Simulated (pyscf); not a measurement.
9 silicon, germanium or tin steps of one kind (substitution at Si, radical): barrier in eV, from the separated reactants or the lowest minimum found. Optimised with ωB97X-D3(BJ)/def2-SVP in PySCF. Functionals in def2-TZVP; the last column is ωB97M-D3(BJ)/def2-TZVP. Rows were drawn at random from the steps of this kind and element class whose saddle was verified and whose references are stable.

```tsv
step	PBE	PBE0-D3(BJ)	B3LYP-D3(BJ)	ωB97M-D3(BJ)
`[SiH3][AsH2]` + `[H]` [doublet] -> `[AsH2]` [doublet] + `[SiH4]`	0.01	0.06	0.02	0.17
`[SiH3][PH2]` + `[SiH3]` [doublet] -> `[PH2]` [doublet] + `[SiH3][SiH3]`	0.05	0.14	0.22	0.37
`[SiH3][AsH][SiH3]` + `[H]` [doublet] -> `[SiH4]` + `[SiH3][AsH]` [doublet]	-0.12	0.00	-0.06	0.15
`[OH][SiH2][OH]` + `[NH2]` [doublet] -> `[NH2][SiH]([OH])[OH]` + `[H]` [doublet]	-0.29	-0.19	-0.12	-0.11
`[SiH3][Br]` + `[H]` [doublet] → `[SiH4]` + `[Br]` [doublet]	[?]	0.25	0.18	0.43
`[SiH3][AsH2]` + `[SiH3]` [doublet] → `[AsH2]` [doublet] + `[SiH3][SiH3]`	[?]	0.03	0.11	0.24
`[SiH3][SeH]` + `[H]` [doublet] → `[SeH]` [doublet] + `[SiH4]`	-0.05	0.07	0.02	0.21
`[OH][SiH]([OH])[OH]` + `[Cl]` [doublet] → `[OH][Si]([OH])([OH])[Cl]` + `[H]` [doublet]	-0.42	-0.25	-0.08	0.00
`[SiH3][GeH3]` + `[SiH3]` [doublet] → `[GeH3]` [doublet] + `[SiH3][SiH3]`	0.04	0.11	0.20	0.31
```

**Question.** Some entries are withheld; supply them.

**Answer.** 
- `[SiH3][Br]` + `[H]` [doublet] → `[SiH4]` + `[Br]` [doublet], PBE: 0.08
- `[SiH3][AsH2]` + `[SiH3]` [doublet] → `[AsH2]` [doublet] + `[SiH3][SiH3]`, PBE: -0.05

Differences from the last column (eV): PBE: mean -0.28, median -0.28, mean size 0.28, lower in 9 of 9; PBE0-D3(BJ): mean -0.17, median -0.18, mean size 0.17, lower in 9 of 9; B3LYP-D3(BJ): mean -0.14, median -0.15, mean size 0.14, lower in 9 of 9. PBE is closest for row 1 (0.16 eV apart) and farthest for row 8 (0.42 eV). PBE, r²SCAN and M06-2X carry no added dispersion term. The last column is a level with limits of its own. Each barrier is that of the saddle found. Left out: the spin-orbit lowering of Br, Cl, SeH, which is large for Br, Se, Te and I. Elements up to Kr have no core potential and no relativistic terms here.
